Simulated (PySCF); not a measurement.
Gas-phase reaction: 2 SiH4 + 2 H2O + SiO ⇌ 3 H3SiOH

Method: PySCF energies plus ideal-gas RRHO corrections (1 bar). † marks an energy on the PBE0/def2-TZVP geometry and frequencies; other levels use their own. CCSD(T) freezes the core. 6-31G* has spherical d functions here. All species are closed-shell singlets. B3LYP is the form with VWN-RPA correlation. H3SiOH: computed as isolated molecules; such fragments, hydroxides, amides, oligomers or adducts are transient or little studied in the gas. CCSD(T) isn't extrapolated to the basis-set limit; its ΔH°(298 K) is -292.4 kJ in def2-SVP and -329.4 kJ in def2-TZVPP. The harmonic model lacks anharmonicity and excited electronic states, which grow with temperature; levels with a mode under 35 cm⁻¹ are left out. Internal rotation in H3SiOH is treated as a harmonic vibration of one conformer, which makes the entropy rough. Warning, large T1 diagnostic: SiO (CCSD(T)/def2-TZVPP†).

```
level                ΔE electronic, kJ  ΔH°(298 K), kJ  ΔS°(298 K), J/K  ΔG°(1800 K), kJ
-------------------  -----------------  --------------  ---------------  ---------------
B3LYP/6-31G*                      -328            -319             -229               66
BLYP/def2-TZVP†                   -295            -287             -225               89
CCSD(T)/def2-TZVPP†               -337            -329             -225               47
HF/def2-TZVP†                     -393            -386             -225               -9
PBE0/def2-TZVP                    -360            -352             -225               24
ωB97M-V/def2-TZVP†                -350            -343             -225               34
```
ΔH° is lowest at HF/def2-TZVP† and highest at BLYP/def2-TZVP†. No reference value is set beside these.
